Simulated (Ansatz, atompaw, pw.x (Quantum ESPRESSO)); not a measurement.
pw.x on fcc Pt: one setting changed

Potential: PAW, atompaw 4.2.0.5, PBE; core [Kr] 4d10 4f14, reference 5s2 5p6 5d9 6s0.75 6p0.25; waves: 5s (bound): rc 1.65 bohr; 6s (bound): rc 1.35 bohr; 5p (bound): rc 1.75 bohr; 6p (bound): rc 1.50 bohr; 5d (bound): rc 2.60 bohr; 5d channel at 8.65 Ry: rc 2.60 bohr; local part: troulliermartins scheme with l = 3 at 0 Ry, radius 1.95 bohr; core correction: smooth core density matched at 1.80 bohr; augmentation: besselshape compensation charge, radius 2.40 bohr; PAW radius 2.60 bohr; waves and projectors: custom polynom vanderbiltortho.

The reference run (k-mesh 14³, cutoffs 60/600 Ry, Fermi–Dirac 0.01 Ry, mixing_beta 0.4, conv_thr 1e-9, no spin) gives -0.24 GPa at 15.640 Å³/atom, where all-electron LAPW gives 0.53 GPa. This run, with its own iteration cap, changes nosym to true.

```
&control
  calculation='scf', prefix='x', pseudo_dir='./', outdir='./tmp', tstress=.true., disk_io='none'
/
&system
  ibrav=0, nat=1, ntyp=1, ecutwfc=60, ecutrho=600, nbnd=17,
  occupations='smearing', smearing='fd', degauss=0.01, nosym=.true.
/
&electrons
  conv_thr=1e-09, mixing_beta=0.4, electron_maxstep=60
/
ATOMIC_SPECIES
Pt 1.0 Pt.UPF
CELL_PARAMETERS angstrom
  0.00000000 1.98488607 1.98488607
  1.98488607 0.00000000 1.98488607
  1.98488607 1.98488607 0.00000000
ATOMIC_POSITIONS crystal
Pt 0.0000 0.0000 0.0000
K_POINTS automatic
14 14 14 0 0 0
```

```bash
pw.x < Pt.scf.in > Pt.scf.out
```

Task: How does the run end?

Result: It converges in 10 iterations; the free energy moves by +0.0 meV/atom and the pressure by +0.01 GPa. The result is that of the reference run.

```
lattice parameter (alat)  =       5.3046  a.u.
     unit-cell volume          =     105.5440 (a.u.)^3
     number of electrons       =        18.00
     number of Kohn-Sham states=           17
     kinetic-energy cutoff     =      60.0000  Ry
     charge density cutoff     =     600.0000  Ry
     scf convergence threshold =      1.0E-09
     Exchange-correlation= SLA PW PBX PBC
     number of k points=  1376  Fermi-Dirac smearing, width (Ry)=  0.0100
     iteration #  1     ecut=    60.00 Ry     beta= 0.40
     total energy              =    -916.79404920 Ry
     estimated scf accuracy    <       0.11267053 Ry
     iteration #  2     ecut=    60.00 Ry     beta= 0.40
     total energy              =    -916.81254809 Ry
     estimated scf accuracy    <       0.00315660 Ry
     iteration #  3     ecut=    60.00 Ry     beta= 0.40
     c_bands:  1 eigenvalues not converged
     c_bands:  1 eigenvalues not converged
     c_bands:  1 eigenvalues not converged
     c_bands:  1 eigenvalues not converged
     c_bands:  1 eigenvalues not converged
     total energy              =    -916.81312899 Ry
     estimated scf accuracy    <       0.00101718 Ry
     iteration #  4     ecut=    60.00 Ry     beta= 0.40
     total energy              =    -916.81320526 Ry
     estimated scf accuracy    <       0.00008529 Ry
     iteration #  5     ecut=    60.00 Ry     beta= 0.40
     c_bands:  1 eigenvalues not converged
     [... 4 repeated lines left out ...]
     total energy              =    -916.81322524 Ry
     estimated scf accuracy    <       0.00000209 Ry
     iteration #  6     ecut=    60.00 Ry     beta= 0.40
     [... 2 repeated lines left out ...]
     total energy              =    -916.81322777 Ry
     estimated scf accuracy    <       0.00000038 Ry
     iteration #  7     ecut=    60.00 Ry     beta= 0.40
     total energy              =    -916.81322776 Ry
     estimated scf accuracy    <       0.00000017 Ry
     iteration #  8     ecut=    60.00 Ry     beta= 0.40
     total energy              =    -916.81322780 Ry
     estimated scf accuracy    <          4.4E-09 Ry
     iteration #  9     ecut=    60.00 Ry     beta= 0.40
     total energy              =    -916.81322780 Ry
     estimated scf accuracy    <          5.4E-09 Ry
     iteration # 10     ecut=    60.00 Ry     beta= 0.40
     the Fermi energy is    21.8064 ev
!    total energy              =    -916.81322780 Ry
     estimated scf accuracy    <          2.4E-11 Ry
     smearing contrib. (-TS)   =      -0.00683854 Ry
     The total energy is F=E-TS. E is the sum of the following terms:
     one-electron contribution =     -48.99551734 Ry
     hartree contribution      =      45.00014612 Ry
     xc contribution           =     -24.06688887 Ry
     ewald contribution        =    -198.01898907 Ry
     one-center paw contrib.   =    -690.72514009 Ry
     convergence has been achieved in  10 iterations
          total   stress  (Ry/bohr**3)                   (kbar)     P=       -2.27
     Message from routine punch:
     Nothing written, as per user request (disk_io='none')
```

The run took about 3.7 min on one core of a shared host (Intel(R) Xeon(R) 6975P-C, 192 threads, 1512 GiB, load 32).
